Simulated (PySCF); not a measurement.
Gas-phase reaction: SiH₃Cl + SiHCl₂ → 2 SiH₂Cl + Cl, at 1200 K and a standard pressure of 1 bar. Level: PBE/def2-SVP.

Computed with PySCF and rigid-rotor harmonic-oscillator thermochemistry at 1 bar. Open shells (unrestricted): SiHCl₂ (multiplicity 2), SiH₂Cl (multiplicity 2), Cl (multiplicity 2, electronic degeneracy 6); the rest are closed-shell singlets. Spin-orbit splitting is ignored; it lowers the true energy and changes the entropy of Cl. SiHCl₂, SiH₂Cl: computed as isolated molecules; such fragments, hydroxides, amides, oligomers or adducts are transient or little studied in the gas. The harmonic model lacks anharmonicity and excited electronic states, which grow with temperature; levels with a mode under 35 cm⁻¹ are left out.

| species | E (Ha) | H(1200 K) − E (kJ/mol) | S°(1200 K) (J/mol/K) |
|---|---|---|---|
| SiH₃Cl | -750.94065 | 149.4 | 355.2 |
| SiHCl₂ | -1209.62880 | 106.3 | 395.8 |
| SiH₂Cl | -750.29926 | 111.9 | 349.7 |
| Cl | -459.79715 | 24.9 | 197.2 |
E: electronic energy; H − E holds the zero-point and thermal terms. 1 Ha = 2625.5 kJ/mol.

**Question.** Work out ΔH°, ΔS°, ΔG° and log10 K from these numbers.

**Answer.** 1. ΔE = 2×(-750.29926) + 1×(-459.79715) − 1×(-750.94065) − 1×(-1209.62880) = 0.17378 Ha = 456.3 kJ.
2. Δ(H − E) = 2×(111.9) + 1×(24.9) − 1×(149.4) − 1×(106.3) = -7.0 kJ, so ΔH° = 449.3 kJ.
3. ΔS° = 2×(349.7) + 1×(197.2) − 1×(355.2) − 1×(395.8) = 145.6 J/K; the number of gas molecules changes by +1.
4. ΔG° = ΔH° − TΔS° = 449.3 − 1200×(145.6)/1000 = 274.6 kJ.
5. log10 K = −ΔG°/(RT ln 10) = -11.95, with RT ln 10 = 22.97 kJ/mol; at standard pressures the reactants are favoured.
6. A shift of 10 kJ in ΔE would move log10 K by 0.44 here.
For scale, ΔH°(298 K) is 450 kJ at this level, 473 kJ at ωB97M-V/def2-TZVP†, and runs from 331 to 517 kJ over the 20 levels computed († marks an energy on the PBE0/def2-TZVP geometry).
